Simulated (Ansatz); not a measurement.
Geometry optimisation, RKS LDA/STO-3G (Ansatz 0.2.0).

Input:

```yaml
crystal:
  periodic: [false, false, false]
  atoms:
    - { symbol: C, position_ang: [-0.5968, -1.4695, 1.6556] }
    - { symbol: C, position_ang: [0.0331, -0.4073, 1.1018] }
    - { symbol: C, position_ang: [-0.0603, 0.0754, -0.3449] }
    - { symbol: C, position_ang: [1.3579, -0.2278, -1.0548] }
    - { symbol: C, position_ang: [-0.3176, 1.5683, -0.398] }
    - { symbol: O, position_ang: [-1.0725, -0.5836, -1.0323] }
    - { symbol: H, position_ang: [-1.3006, -2.0334, 1.0647] }
    - { symbol: H, position_ang: [-0.4733, -1.6715, 2.6818] }
    - { symbol: H, position_ang: [0.7314, 0.1556, 1.7894] }
    - { symbol: H, position_ang: [1.2378, 0.0757, -2.0773] }
    - { symbol: H, position_ang: [1.4692, -1.3172, -1.04] }
    - { symbol: H, position_ang: [2.1569, 0.2696, -0.5644] }
    - { symbol: H, position_ang: [0.4195, 2.1876, 0.09] }
    - { symbol: H, position_ang: [-0.4411, 1.9305, -1.3996] }
    - { symbol: H, position_ang: [-1.2735, 1.7926, 0.1145] }
    - { symbol: H, position_ang: [-1.893, -0.3675, -0.5421] }
basis:
  gaussian: { orbitals: STO-3G }
hamiltonian:
  xc: lda
relax:
  f_tol: 0.02
  max_steps: 40
scf:
  lower_state_search: "off"
```

Run as:

```bash
$ ansatz run input.yaml --threads 1 --pin off --max-ram 2048MiB --backend cpu --events-out ev --progress --plain --runs-dir out
```

Q: Where does it end, and by what steps?

A: It converged. Limits of this set-up: minimal basis. After 10 steps the energy has fallen by 0.560 eV; H7 moved furthest, 0.15 Å.

| step | energy less start (eV) | largest force component (eV/Å) | accepted |
| --- | --- | --- | --- |
| 0 | 0.0000 | 3.269 | yes |
| 1 | -0.4397 | 1.171 | yes |
| 2 | -0.4611 | 1.396 | yes |
| 3 | -0.4682 | 1.423 | yes |
| 4 | -0.5139 | 0.587 | yes |
| 5 | -0.5534 | 0.284 | yes |
| 6 | -0.5584 | 0.091 | yes |
| 7 | -0.5587 | 0.136 | yes |
| 8 | -0.5596 | 0.042 | yes |
| 9 | -0.5598 | 0.026 | yes |
| 10 | -0.5598 | 0.011 | yes |

```xyz
16
Properties=species:S:1:pos:R:3
C -0.588 -1.417 1.634
C 0.073 -0.360 1.162
C -0.048 0.065 -0.320
C 1.281 -0.252 -1.058
C -0.333 1.599 -0.380
O -1.072 -0.705 -1.011
H -1.215 -1.999 0.941
H -0.528 -1.748 2.679
H 0.726 0.259 1.797
H 1.218 0.092 -2.103
H 1.463 -1.338 -1.048
H 2.121 0.259 -0.562
H 0.471 2.154 0.129
H -0.386 1.930 -1.429
H -1.288 1.831 0.119
H -1.918 -0.393 -0.506
```

Whether the end is a true minimum wasn't checked by a vibrational analysis.

Time of the run: 20 s on 1 thread of Arm Neoverse V2 (shared host), peak memory 0.1 GiB.
